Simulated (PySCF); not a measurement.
# Computed spin Hamiltonian

Species: anthracene radical anion, C₁₄H₁₀ (charge -1 and doublet state).
Bonds: C1–C2 (aromatic), C2–C3 (aromatic), C3–C4 (aromatic), C4–C5 (aromatic), C5–C6 (aromatic), C6–C7 (aromatic), C7–C8 (aromatic), C8–C9 (aromatic), C9–C10 (aromatic), C10–C11 (aromatic), C11–C12 (aromatic), C12–C13 (aromatic), C13–C14 (aromatic), C1–C14 (aromatic), C4–C13 (aromatic), C6–C11 (aromatic). Hydrogens: H15 on C1; H16 on C2; H17 on C3; H18 on C5; H19 on C7; H20 on C8; H21 on C9; H22 on C10; H23 on C12; H24 on C14.

The species is `c1ccc2cc3ccccc3cc2c1` (anthracene radical anion) [SMILES of the parent framework; charge -1 and doublet state].

Method used: PySCF, UKS B3LYP, IGLO-III on C, pcH-1 on H, non-relativistic, mean-field spin-orbit, GIAO. Isolated species at its PBE0-D3(BJ)/def2-SVP geometry, gas phase. Whether the extra electron is bound in the gas phase wasn't checked; a finite basis holds it in any case. No stability test was run, so a lower SCF solution isn't excluded. No frequencies were computed at this geometry's level, so the symmetric structure isn't shown to be a minimum.

```
g1, g2, g3                      : 2.00211, 2.00263, 2.00317
g_iso                           : 2.00264
Form of g                       : rhombic: the two nearest values differ by 49 % of g3 − g1
⟨S²⟩                            : 0.7616 (exact 0.7500)
α and β electrons               : 48, 47
HOMO–LUMO gap, α and β orbitals : 2.56, 3.22 eV
Basis functions                 : 590
```

Hyperfine couplings atom by atom, in G; T1 to T3 are the principal values of the dipolar part; ρ(0) is the spin density at the nucleus (MHz turned into gauss with g_iso; 10 G = 1 mT):

```json
{"atom": "C1", "isotope": "13C", "a_iso": "-0.6", "T1": "-1.5", "T2": "-1.3", "T3": "2.9", "Mulliken spin population": "0.04", "ρ(0) (bohr⁻³)": "-0.0015"}
{"atom": "C2", "isotope": "13C", "a_iso": "-0.6", "T1": "-1.5", "T2": "-1.3", "T3": "2.9", "Mulliken spin population": "0.04", "ρ(0) (bohr⁻³)": "-0.0015"}
{"atom": "C3", "isotope": "13C", "a_iso": "3.6", "T1": "-4.1", "T2": "-4.0", "T3": "8.1", "Mulliken spin population": "0.14", "ρ(0) (bohr⁻³)": "0.0091"}
{"atom": "C4", "isotope": "13C", "a_iso": "-4.6", "T1": "-1.8", "T2": "0.7", "T3": "1.2", "Mulliken spin population": "-0.05", "ρ(0) (bohr⁻³)": "-0.0114"}
{"atom": "C5", "isotope": "13C", "a_iso": "7.3", "T1": "-7.3", "T2": "-7.1", "T3": "14.4", "Mulliken spin population": "0.27", "ρ(0) (bohr⁻³)": "0.0183"}
{"atom": "C6", "isotope": "13C", "a_iso": "-4.6", "T1": "-1.8", "T2": "0.7", "T3": "1.2", "Mulliken spin population": "-0.05", "ρ(0) (bohr⁻³)": "-0.0114"}
{"atom": "C7", "isotope": "13C", "a_iso": "3.6", "T1": "-4.1", "T2": "-4.0", "T3": "8.1", "Mulliken spin population": "0.14", "ρ(0) (bohr⁻³)": "0.0091"}
{"atom": "C8", "isotope": "13C", "a_iso": "-0.6", "T1": "-1.5", "T2": "-1.3", "T3": "2.9", "Mulliken spin population": "0.04", "ρ(0) (bohr⁻³)": "-0.0015"}
{"atom": "C9", "isotope": "13C", "a_iso": "-0.6", "T1": "-1.5", "T2": "-1.3", "T3": "2.9", "Mulliken spin population": "0.04", "ρ(0) (bohr⁻³)": "-0.0015"}
{"atom": "C10", "isotope": "13C", "a_iso": "3.7", "T1": "-4.1", "T2": "-4.0", "T3": "8.1", "Mulliken spin population": "0.14", "ρ(0) (bohr⁻³)": "0.0091"}
{"atom": "C11", "isotope": "13C", "a_iso": "-4.6", "T1": "-1.8", "T2": "0.7", "T3": "1.2", "Mulliken spin population": "-0.05", "ρ(0) (bohr⁻³)": "-0.0115"}
{"atom": "C12", "isotope": "13C", "a_iso": "7.3", "T1": "-7.3", "T2": "-7.2", "T3": "14.4", "Mulliken spin population": "0.27", "ρ(0) (bohr⁻³)": "0.0183"}
{"atom": "C13", "isotope": "13C", "a_iso": "-4.6", "T1": "-1.8", "T2": "0.7", "T3": "1.2", "Mulliken spin population": "-0.05", "ρ(0) (bohr⁻³)": "-0.0115"}
{"atom": "C14", "isotope": "13C", "a_iso": "3.6", "T1": "-4.1", "T2": "-4.0", "T3": "8.1", "Mulliken spin population": "0.14", "ρ(0) (bohr⁻³)": "0.0091"}
{"atom": "H15", "isotope": "1H", "a_iso": "-1.5", "T1": "-0.9", "T2": "-0.3", "T3": "1.2", "Mulliken spin population": "0.00", "ρ(0) (bohr⁻³)": "-0.0009"}
{"atom": "H16", "isotope": "1H", "a_iso": "-1.5", "T1": "-0.9", "T2": "-0.3", "T3": "1.2", "Mulliken spin population": "0.00", "ρ(0) (bohr⁻³)": "-0.0009"}
{"atom": "H17", "isotope": "1H", "a_iso": "-3.4", "T1": "-1.7", "T2": "-0.4", "T3": "2.1", "Mulliken spin population": "-0.01", "ρ(0) (bohr⁻³)": "-0.0021"}
{"atom": "H18", "isotope": "1H", "a_iso": "-5.6", "T1": "-3.0", "T2": "-0.4", "T3": "3.4", "Mulliken spin population": "-0.01", "ρ(0) (bohr⁻³)": "-0.0035"}
{"atom": "H19", "isotope": "1H", "a_iso": "-3.4", "T1": "-1.7", "T2": "-0.4", "T3": "2.1", "Mulliken spin population": "-0.01", "ρ(0) (bohr⁻³)": "-0.0021"}
{"atom": "H20", "isotope": "1H", "a_iso": "-1.5", "T1": "-0.9", "T2": "-0.3", "T3": "1.2", "Mulliken spin population": "0.00", "ρ(0) (bohr⁻³)": "-0.0009"}
{"atom": "H21", "isotope": "1H", "a_iso": "-1.5", "T1": "-0.9", "T2": "-0.3", "T3": "1.2", "Mulliken spin population": "0.00", "ρ(0) (bohr⁻³)": "-0.0009"}
{"atom": "H22", "isotope": "1H", "a_iso": "-3.4", "T1": "-1.7", "T2": "-0.4", "T3": "2.1", "Mulliken spin population": "-0.01", "ρ(0) (bohr⁻³)": "-0.0021"}
{"atom": "H23", "isotope": "1H", "a_iso": "-5.6", "T1": "-3.0", "T2": "-0.4", "T3": "3.5", "Mulliken spin population": "-0.01", "ρ(0) (bohr⁻³)": "-0.0035"}
{"atom": "H24", "isotope": "1H", "a_iso": "-3.4", "T1": "-1.7", "T2": "-0.4", "T3": "2.1", "Mulliken spin population": "-0.01", "ρ(0) (bohr⁻³)": "-0.0021"}
```

The largest Mulliken spin populations are on C12 (+0.27), C5 (+0.27), C10 (+0.14) and C14 (+0.14).

Axes: g1 is normal to the molecular plane and g3 points within 1° of the C12–H23 bond.

Under fast tumbling the dipolar parts average out, and these isotropic splittings remain: 2 × 1H (H18/H23, I = 1/2, 3 lines) with 0.56 mT, 4 × 1H (H17/H19/H22/H24, I = 1/2, 5 lines) with 0.34 mT and 4 × 1H (H15/H16/H20/H21, I = 1/2, 5 lines) with 0.15 mT.

The 13C coupling of C5/C12 (mean 20.6 MHz) shows only in satellite lines or after enrichment, since that isotope makes up about 1.07 % of natural carbon.
